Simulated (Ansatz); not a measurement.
**CH₅AlO: a reaction path by the nudged elastic band**

What path joins these two structures, and how high does it climb? Both ends were relaxed at PBE0-D4 in triple zeta.

Method: PBE0-D4/def2-SVP; program: Ansatz 0.2.0, Gaussian basis.

17 further runs of the same task are left out: 1 that didn't finish, 16 set aside as unsound or not needed.

### Step 1. Starting geometry

The first end: 8 atoms, charge 0, spin multiplicity 1.

Atoms are counted from 1 here; the program's logs count them from 0.

Bond lengths: Al1–C2 1.948 Å, Al1–O3 1.700 Å, Al1–H5 1.581 Å, C2–H6 1.095 Å, C2–H7 1.095 Å, C2–H8 1.093 Å, O3–H4 0.955 Å. Angles: C2–Al1–O3 122.3°, C2–Al1–H5 123.3°, O3–Al1–H5 114.4°, Al1–C2–H6 110.6°, Al1–C2–H7 110.6°, Al1–C2–H8 113.5°, H6–C2–H7 106.3°, H6–C2–H8 107.7°, H7–C2–H8 107.8°, Al1–O3–H4 123.6°.

Geometry (Å):

```xyz
8
charge 0, multiplicity 1
Al   -0.76687    0.03497    0.44869
C     0.95569    0.56691   -0.29049
O    -1.44529   -1.49586    0.15724
H    -1.02551   -2.16782   -0.37673
H    -1.64800    0.97715    1.36289
H     1.65707    0.82242    0.51103
H     0.85077    1.46733   -0.90512
H     1.42224   -0.20502   -0.90732
```

The second end:

```mol
CH5AlO
  3D, bonds by distance, orders not assigned

  8  6  0  0  0  0  0  0  0  0999 V2000
   -1.5683   -0.2043    0.7984 Al  0  0
    0.9715    0.1323   -0.4919 C   0  0
   -1.9457   -1.6892    0.3507 O   0  0
    0.3474   -0.7700   -0.5400 H   0  0
   -1.4021    1.2529    1.3535 H   0  0
    1.2783    0.3486    0.5331 H   0  0
    0.4553    0.9952   -0.9171 H   0  0
    1.8637   -0.0654   -1.0865 H   0  0
  1  3  8  0
  1  5  8  0
  2  4  8  0
  2  6  8  0
  2  7  8  0
  2  8  8  0
M  END
```

### Step 2. The band at PBE0-D4/def2-SVP

File neb/in.yaml:

```yaml
crystal:
  periodic: [false, false, false]
  atoms:
    - {symbol: Al, position_ang: [-0.766875, 0.034973, 0.448688]}
    - {symbol: C, position_ang: [0.955685, 0.566912, -0.290486]}
    - {symbol: O, position_ang: [-1.445287, -1.495859, 0.157244]}
    - {symbol: H, position_ang: [-1.025511, -2.167817, -0.376733]}
    - {symbol: H, position_ang: [-1.647996, 0.977155, 1.362893]}
    - {symbol: H, position_ang: [1.657070, 0.822423, 0.511033]}
    - {symbol: H, position_ang: [0.850769, 1.467334, -0.905117]}
    - {symbol: H, position_ang: [1.422244, -0.205022, -0.907322]}
basis:
  gaussian: {orbitals: def2-SVP}
hamiltonian: {xc: pbe0, dispersion: d4}
neb:
  images: 5
  climbing: true
  max_iterations: 40
  initial_path: idpp
  final_atoms:
    - {symbol: Al, position_ang: [-1.568349, -0.204302, 0.798394]}
    - {symbol: C, position_ang: [0.971469, 0.132326, -0.491917]}
    - {symbol: O, position_ang: [-1.945722, -1.689170, 0.350661]}
    - {symbol: H, position_ang: [0.347433, -0.769991, -0.540047]}
    - {symbol: H, position_ang: [-1.402102, 1.252880, 1.353527]}
    - {symbol: H, position_ang: [1.278335, 0.348580, 0.533095]}
    - {symbol: H, position_ang: [0.455344, 0.995153, -0.917052]}
    - {symbol: H, position_ang: [1.863693, -0.065375, -1.086462]}
```

Command:

```sh
$ ansatz run in.yaml --threads 2 --pin off --events-out ev --progress --plain --max-ram 4352MiB
```

Output:

```text
Functional definition: PBE0
  name "PBE0"
  cite "Adamo & Barone, J. Chem. Phys. 110, 6158 (1999) doi:10.1063/1.478522"
  cite "Perdew, Burke & Ernzerhof, Phys. Rev. Lett. 77, 3865 (1996) doi:10.1103/PhysRevLett.77.3865"
  parent pbe
  parameter a = 0.25
  parameter kappa = 0.804
  parameter beta = 0.06672455060314922
  exchange = (1 - a)*pbe_x(kappa = kappa, mu = beta*pi^2/3) + a*exact_x
  correlation = pbe_c(beta = beta)
742 factors; integrals over basis functions are off by at most 2.8e-4 eV
mean field evaluation 1: about -9744.0056 eV, gradient 6.5e1 eV
mean field evaluation 2: about -9732.0487 eV, gradient 9.9e1 eV
mean field evaluation 4: about -9752.5970 eV, gradient 4.2e0 eV
mean field evaluation 8: about -9752.6420 eV, gradient 1.1e-2 eV
mean field -9752.64201912 eV, -358.4029836243 hartree, gradient 1.8e-5 eV, S^2 0.000000; 0 other end points of the search recorded, 0 dependent functions left out
the calculation of the forces begins
reference -9752.64204659 eV, -358.4029846341 hartree; 16, 16 occupied and 55, 55 virtual orbitals, 742 factors
[... from here to the last solve, the lines of the solves are left out (98 solves) ...]
WARN: NEB end point (image 0): max|allowed force component| = 2.427e-1 eV/Å (the criterion of neb.relax_end_points is 1.000e-2). That is over neb.f_tol: it is no minimum, so the barrier can be far off. Relax it first
WARN: NEB end point (image 6): max|allowed force component| = 3.402e-1 eV/Å (the criterion of neb.relax_end_points is 1.000e-2). That is over neb.f_tol: it is no minimum, so the barrier can be far off. Relax it first
NEB iter   1: max|band force component| = 4.224e0 eV/Å  barrier→ = 5.2368 eV  barrier← = 2.8885 eV  Δτ_max = 0.2000 Å  (171 SCF iters)
NEB iter   2: max|band force component| = 3.114e0 eV/Å  barrier→ = 4.0338 eV  barrier← = 1.6855 eV  Δτ_max = 0.2000 Å  (142 SCF iters)
NEB iter   3: max|band force component| = 6.513e0 eV/Å  barrier→ = 3.3567 eV  barrier← = 1.0084 eV  Δτ_max = 0.1017 Å  (141 SCF iters)
NEB iter   4: max|band force component| = 2.418e0 eV/Å  barrier→ = 3.0235 eV  barrier← = 0.6752 eV  Δτ_max = 0.1990 Å  (135 SCF iters)
NEB iter   5: max|band force component| = 2.455e0 eV/Å  barrier→ = 2.9090 eV  barrier← = 0.5607 eV  Δτ_max = 0.0990 Å  (126 SCF iters)
NEB iter   6: max|band force component| = 5.699e-1 eV/Å  barrier→ = 2.8730 eV  barrier← = 0.5247 eV  Δτ_max = 0.1972 Å  (117 SCF iters)
NEB iter   7: max|band force component| = 1.731e0 eV/Å  barrier→ = 2.9345 eV  barrier← = 0.5862 eV  Δτ_max = 0.0975 Å  (127 SCF iters)
NEB iter   8: max|band force component| = 4.775e-1 eV/Å  barrier→ = 2.7911 eV  barrier← = 0.4428 eV  CI = image 4  Δτ_max = 0.1952 Å  (120 SCF iters)
NEB iter   9: max|band force component| = 1.291e0 eV/Å  barrier→ = 2.8945 eV  barrier← = 0.5461 eV  CI = image 4  Δτ_max = 0.0984 Å  (128 SCF iters)
NEB iter  10: max|band force component| = 3.953e-1 eV/Å  barrier→ = 2.8527 eV  barrier← = 0.5044 eV  CI = image 4  Δτ_max = 0.0363 Å  (123 SCF iters)
NEB iter  11: max|band force component| = 7.610e-2 eV/Å  barrier→ = 2.8485 eV  barrier← = 0.5002 eV  CI = image 4  Δτ_max = 0.0070 Å  (117 SCF iters)
742 factors; integrals over basis functions are off by at most 9.5e-4 eV
mean field -9749.87594081 eV, -358.3013321216 hartree, gradient 1.6e-6 eV, S^2 0.000000; 0 other end points of the search recorded, 0 dependent functions left out
the calculation of the forces begins
reference -9749.87596834 eV, -358.3013331332 hartree; 16, 16 occupied and 55, 55 virtual orbitals, 742 factors
NEB iter  12: max|band force component| = 4.340e-2 eV/Å  barrier→ = 2.8480 eV  barrier← = 0.4997 eV  CI = image 4  Δτ_max = 0.0000 Å  (881 SCF iters)
Total energy: -9749.87922765 eV, -358.3014529108 hartree
Atom 0 at    -1.106326     0.199631     0.714240 Å, force    -0.005475     0.011701     0.004596 eV/Å
Atom 1 at     0.745697    -0.009906    -0.424323 Å, force     0.037466     0.028151    -0.005009 eV/Å
Atom 2 at    -1.512017    -1.327583     0.274279 Å, force     0.001814    -0.000004    -0.000043 eV/Å
Atom 3 at    -0.208471    -0.880319    -0.264656 Å, force    -0.036628    -0.040775    -0.001295 eV/Å
Atom 4 at    -1.206641     1.617079     1.388751 Å, force    -0.000907    -0.001328     0.002506 eV/Å
Atom 5 at     1.421841     0.222579     0.415461 Å, force     0.002525     0.001471     0.000942 eV/Å
Atom 6 at     0.579576     0.896100    -1.031796 Å, force    -0.003352     0.000091    -0.001557 eV/Å
Atom 7 at     1.286440    -0.717483    -1.071755 Å, force     0.004557     0.000694    -0.000140 eV/Å
Dipole moment:     0.489534     0.656919     0.010187 e Å
```

It took 75 s on 2 threads of Arm Neoverse V2, shared host.

The last band:

| image | path (Å) | energy (kcal/mol) | C2–H4 (Å) | Al1–C2 (Å) | O3–H4 (Å) |
| --- | --- | --- | --- | --- | --- |
| 0 | 0.00 | 0.0 | 3.38 | 1.95 | 0.96 |
| 1 | 0.53 | 2.3 | 2.89 | 1.94 | 0.96 |
| 2 | 1.07 | 11.6 | 2.34 | 1.95 | 0.97 |
| 3 | 1.60 | 34.1 | 1.82 | 2.01 | 1.03 |
| 4 | 2.14 | 65.7 | 1.30 | 2.18 | 1.48 |
| 5 | 2.73 | 56.3 | 1.12 | 2.58 | 2.07 |
| 6 | 3.32 | 54.2 | 1.10 | 2.87 | 2.63 |

The highest image, 4:

```
Al   -1.1063    0.1996    0.7142
C     0.7457   -0.0099   -0.4243
O    -1.5120   -1.3276    0.2743
H    -0.2085   -0.8803   -0.2647
H    -1.2066    1.6171    1.3888
H     1.4218    0.2226    0.4155
H     0.5796    0.8961   -1.0318
H     1.2864   -0.7175   -1.0718
```

### Step 3. Results

```
                                                                       quantity                                                     value
                                                PBE0-D4/def2-SVP, 12 iterations  highest 65.7 kcal/mol (image 4), last end +54.2 kcal/mol
from earlier runs: barrier over the separately found saddle, CCSD(T)/def2-TZVPP                                             67.5 kcal/mol
```

In words: The highest image lies 65.7 kcal/mol above the first end, and it climbed, so it estimates the saddle. The ends are not quite minima at this level (largest force component 0.34 eV/Å), so the heights are unreliable: relaxing the first end would lower it and raise the barrier above it. The highest image is 1.8 kcal/mol below the CCSD(T) barrier in triple zeta, which comes from separate runs on the saddle.
